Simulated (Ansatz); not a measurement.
## Volume per atom of some elemental solids other than molecular ones

Method: LDA (Ansatz, a program for electronic structure, PAW). References are measured values corrected to a static lattice or taken at low temperature (these still hold zero-point motion). The table is a random draw of 8 from 14 solids with such references.

Values in Å³/atom.

| solid | reference | LDA | error (%) |
|---|---|---|---|
| hcp Sc | 24.77† | 22.53 | -9.0 |
| hcp Zr | 23.18† | 21.78 | -6.0 |
| hcp Zn | 14.86† | 13.62 | -8.3 |
| hcp Ru | 13.45† | 13.09 | -2.7 |
| hcp Cd | 21.01† | 20.06 | -4.5 |
| hcp Mg | 22.65† | 21.61 | -4.6 |
| hcp Re | 14.62† | 14.33 | -2.0 |
| hcp Tl | 27.99† | 27.29 | -2.5 |

Over these 8 solids the mean error is -5.0 %, the mean absolute error 5.0 % (median 4.6 %), and the worst case hcp Sc at -9.0 % (its reference is marked and can be at fault); the value is too low in 8 of 8 cases. Over all 14 the mean error is -5.5 % and the mean absolute error 5.5 % (median 5.3 %).

All these references are brought to a static lattice.

Spin–orbit coupling is left out, also for the solids with elements from indium on (hcp Re, hcp Tl); its size isn't shown.

† marks references with one source in our tables, § those from which another value on file, of any temperature, differs by over 15 %.

Differences are worked out from the printed values.

Ansatz's density-functional and Hartree–Fock values are scalar-relativistic unless marked +SOC, with PAW data made under PBE.

Ansatz's runs of these crystals have no spin polarisation.

Not in this set, of the elemental solids other than molecular ones with a reference value in our tables and a result at some level: 2 for a published cell of unstated conditions (α-phase B, β-phase O2); 2 for a cell known from the COD alone (C (R-3m, No. 166, 4 atoms in the cell; start COD 1000065), C (R-3m, No. 166, 8 atoms in the cell; start COD 1541795)); 1 for a reference at room or unstated temperature (hcp Lu). These can be a level's worst cases. Values held back for tests aren't counted. Layered and molecular crystals are counted apart. The metals Ce to Yb are counted apart.

References as tabulated in Lejaeghere et al. (2013), arXiv:1204.2733.
